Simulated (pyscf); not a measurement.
Single points on ωB97X-D3(BJ)/def2-SVP structures (PySCF, gas phase). Correlated levels are frozen-core, on RHF or UHF. ΔMP2 is the change of the MP2 total energy from the triple- to the quadruple-zeta basis.

SMILES: C1C=C1
```xyz
7

C     -0.5701     0.5083    -1.9324
C     -1.0826     1.2330    -0.9873
C      0.0292     0.3115    -0.5672
H     -0.5394     0.2051    -2.9761
H     -1.7968     1.9834    -0.6571
H      1.0267     0.7233    -0.3420
H     -0.2024    -0.6008     0.0068
```

Question: What are the homolytic bond dissociation enthalpies (298 K) of C₃H₄ (SMILES C1=CC1) at CCSD(T)/def2-TZVPP + ΔMP2(QZVPP), weakest first?

Answer: C–H to cyclic C₃H₃ (SMILES [CH]1C=C1) [doublet] + H•: 100.0 kcal/mol; C–H to cyclic C₃H₃ (SMILES [C]1=CC1) [doublet] + H•: 109.2 kcal/mol. Ring and multiple bonds, and those that leave no two simple radicals, are not listed. The radicals are drawn with the spin at the cut bond; how far it spreads was not checked. cyclic C₃H₄ (SMILES C1=CC1) lies 22.3 kcal/mol over its isomer H₂C=C=CH₂, and others may lie lower still (electronic energy, ωB97M-D3(BJ)). cyclic C₃H₃ (SMILES [C]1=CC1) [doublet] lies 40.2 kcal/mol over its isomer HC≡C–CH₂•, and others may lie lower still (electronic energy, ωB97M-D3(BJ)). The CCSD(T) − MP2 part came from Ansatz, without density fitting, on the same reference. A UHF reference is spin-contaminated (<S²> up to 0.92), which harms MP2 most.
